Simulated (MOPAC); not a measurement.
MOPAC input (AM1):

```
AM1 1SCF GEO-OK AUX(PRECISION=9) THREADS=1
HF

F    -0.00000000 1   -0.00000000 1   -0.09245367 1
H     0.00000000 1    0.00000000 1    0.83208299 1
```

What heat of formation does the run end on, and which ionisation energy by Koopmans theorem?

-68.08 kcal/mol; 13.98 eV.
